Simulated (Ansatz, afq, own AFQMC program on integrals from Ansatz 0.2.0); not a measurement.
Where AFQMC and coupled cluster stand for GeH3, doublet

```xyz
4

Ge   -0.2063    2.5103    0.2634
H    -1.7481    2.5126    0.2599
H     0.3487    3.7691    0.9595
H     0.3516    2.3763   -1.1677
```

Basis def2-SVP. Only valence electrons are correlated. AFQMC by an in-house program on the Cholesky factors that Ansatz 0.2.0 writes for its CCSD(T) run. ph-AFQMC/CISD is guided by a CISD state made of CCSD amplitudes; releasing the constraint for a short imaginary time cuts its bias at the price of noise, slowly where states lie close. Free projection: walkers drawn from exp(T), propagated without any constraint. Its projection time is finite, and what remains of the start isn't in its error. ± is one standard error of the sampling. No spin–orbit coupling.

Determinant: UHF, the one that the program's search chose, which needn't be the lowest solution. The geometry is a PBE0/def2-SVP stationary point of this or a neighbouring charge and spin state.

No full CI on the walks' own integrals is used here; CCSDTQ serves as the reference and is uncertain by about the last step of the cluster series.

Cautions: no relativity below Rb; no spin-orbit coupling; inner d shell frozen; the ph-AFQMC/HF walk drifts between its halves (2.1 errors); the ph-AFQMC/CISD walk drifts between its halves (2.1 errors).

- T1 diagnostic: 0.0109
- weight of the determinant in the CISD state: 0.932
- ⟨S²⟩ of the determinant: 0.754
- size of the correlated space: 7 electrons in 33 orbitals

```
  level  correlation energy (eV)
    MP2                  -2.4837
   CCSD                  -3.1627
CCSD(T)                  -3.2222
```

Question: Estimate where free-projection AFQMC lies against CCSD(T) on the same integrals.

Answer: 1.7 ± 0.09 kJ/mol below CCSD(T).

Reference: CCSDTQ, correlation energy -3.239 eV. The released energy is read at 1.50 1/Eh (meV from the phaseless value at times in 1/Eh: -0.7 ± 0.9 at 0.24, -1.3 ± 0.6 at 0.50, -1.3 ± 0.6 at 1.00, -2.1 ± 0.4 at 1.50).

```csv
level,E − E(reference) (kJ/mol),share of correlation (%)
CCSD(T),1.6,99.47
CCSDT,0.1,99.96
CCSDT(Q),0.0,99.99
ph-AFQMC/HF,-1.9 ± 1.0,100.62
ph-AFQMC/CISD,0.2 ± 0.09,99.93
released AFQMC,0.0 ± 0.04,99.99
free AFQMC,-0.1 ± 0.09,100.02
```

CCSDT and higher add their correlation energy to the determinant of the CCSD(T) run, since their own runs factorise the integrals more tightly (a shift of under 2 meV). Free projections are given only where their last times agree within the noise and don't stop above the reference; a slow remainder of the start can still hide under it. A walk keeps the symmetry of its determinant, which the program's search chose and which needn't be the lowest solution, so a lower state of the same spin and another symmetry isn't excluded. Released energies are given only where the last usable release times agree within the noise; a slower fall can still hide under it.
